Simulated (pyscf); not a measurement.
PySCF, gas phase, ωB97X-D3(BJ)/def2-SVP geometries. Correlated levels are frozen-core, on RHF or UHF. ΔMP2 is the change of the MP2 total energy from the triple- to the quadruple-zeta basis.

### Question
Estimate by transition-state theory the rate constant of `[F][SiH2]` [doublet] + `[NH3]` → `[NH2][SiH2]` [doublet] + `[FH]` (doublet surface; F–Si, H–N broken, N–Si, F–H formed) at 1200 K, with CCSD(T)/def2-TZVPP + ΔMP2(QZVPP) energies (ideal gas, 1 atm, RRHO with modes under 100 cm⁻¹ raised to 100, one conformer, R ln 2 for chiral ones without a mode under 150 cm⁻¹; no tunnelling).

### Answer
The electronic barrier is 24.9 kcal/mol and the thermal terms add +40.7, so ΔG‡ = 65.6 kcal/mol. With k_BT/h = 2.50e+13 s⁻¹ and RT = 2.385 kcal/mol, and a volume of 1.64e-19 cm³ per molecule at 1 atm, k = 4.7e-18 cm³ molecule⁻¹ s⁻¹. Wigner's tunnelling factor for 799i cm⁻¹ would be 1.04. A shift of 1 kcal/mol in the barrier changes k by a factor 1.5. On the reactant side the descent ends in a complex (not fully relaxed), 4.4 kcal/mol under the separated species and 25.9 kcal/mol under the saddle at ωB97X-D3(BJ)/def2-TZVP. On the product side the descent ends in a complex, 7.2 kcal/mol under the separated species and 12.1 kcal/mol under the saddle at ωB97X-D3(BJ)/def2-TZVP. At ωB97X-D3(BJ)/def2-TZVP the barrier from the zero used here is 21.4 kcal/mol. One saddle was located; it need not be the lowest between these sides. The CCSD(T) − MP2 part came from Ansatz, without density fitting, on the same reference.
